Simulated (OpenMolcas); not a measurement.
**How basis sets differ on CH2BF (SMILES B[C]F)**

CH2BF has 5 atoms, charge 0, and is taken as a triplet. As SMILES, `B[C]F`. The coordinates come from a GFN2-xTB relaxation.

Quantity: the dipole moment, in D. The values are calculated.

| level | kind | program | value (D) |
| --- | --- | --- | --- |
| UHF/STO-3G | Hartree–Fock | OpenMolcas | 0.27 |
| UHF/3-21G | Hartree–Fock | OpenMolcas | 0.87 |
| UHF/def2-SVP | Hartree–Fock | OpenMolcas | 0.75 |
| UHF/6-31+G* (spherical functions) | Hartree–Fock | OpenMolcas | 0.81 |

The values span 0.27 to 0.87 D. Magnitudes only: a small dipole may point the other way at some levels. Sets without polarisation functions give poor dipoles.
